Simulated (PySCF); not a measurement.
Li: electron affinity

Li⁻ [He] 2s2 (1S) → Li [He] 2s1 (2S), as a difference of total energies. Computed with PySCF 2.14 in dyall-av3z (15s9p3d, 57 functions), with scalar relativity by spin-free X2C-1e. Correlated levels: valence: 1s2 frozen; virtual orbitals above 40 to 60 times the deepest correlated orbital energy dropped. The calculations carry no spin-orbit coupling.

```tsv
method	electron affinity (eV)
UHF	-0.123
LDA	0.590
PBE	0.511
PBE0	0.493
r2SCAN	0.448
r2SCAN0	0.460
B2PLYP	0.465
PBEsol	0.493
wB97X-V	0.428
MP2 (valence)	0.332
SCS-MP2 (valence)	0.423
```

Errors of the correlated levels include the incompleteness of this basis and the frozen core.

A negative affinity means that the anion lies above the atom at that level of theory.

In the anion the highest occupied orbital energy is positive at LDA, PBE, PBE0, r2SCAN, r2SCAN0, B2PLYP, PBEsol, a self-interaction effect; the basis confines that electron, and the energy difference can still be sensible.

For comparison: 0.618 eV (measured; photodetachment measurements, as compiled on the Wikipedia data page of electron affinities).
